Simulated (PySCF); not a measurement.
BO, optimised at GFN2-xTB:

```xyz
2

B      0.0038    -0.4368     0.4002
O     -0.0038     0.4368    -0.4002
```

Method: PySCF energies (xtb for GFN2) plus ideal-gas RRHO corrections (1 bar). 6-31G* has spherical d functions here. Open shells (unrestricted): BO (multiplicity 2). GFN2 has no spin-polarisation term. B3LYP is the form with VWN-RPA correlation.

Problem. List the harmonic frequencies (cm⁻¹, unscaled) at this level and at the other levels, each on its own geometry.

Solution. 
- GFN2-xTB: 2090
- B3LYP/6-31G*: 1930
- HF/6-31G*: 2104
- PBE/def2-SVP: 1884
- PBE0/def2-TZVP: 1944
